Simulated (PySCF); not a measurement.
Working out the ionisation energy of Be

Be [He] 2s2 (1S) → Be⁺ [He] 2s1 (2S). All numbers are calculated (PySCF 2.14, the spin-free X2C one-electron Hamiltonian (Gaussian nucleus), in aug-cc-pCVTZ-DK (7s6p4d2f, 59 functions)). Frozen: nothing. Energies in hartree (1 hartree = 27.21139 eV):

```tsv
part	Be (lower)	Be⁺ (upper)
UHF	-14.575388	-14.279771
CCSD correlation	-0.089096	-0.043219
(T)	-0.000445	-0.000021
```

Problem. What does Hartree-Fock give?

Solution. (-14.279771) − (-14.575388) = 0.295617 hartree = 8.044 eV.

Problem. What do CCSD and CCSD(T) give?

Solution. The CCSD correlation energies differ by 0.045877 hartree = 1.248 eV and the triples by 0.000424 hartree = 0.012 eV, so CCSD gives 9.292 eV and CCSD(T) 9.304 eV.

Measured between the centres of the two terms (NIST): 9.323 eV, so CCSD(T) (valence and next inner shell) is off by -0.019 eV.

What remains against the reference includes basis incompleteness and higher excitations.
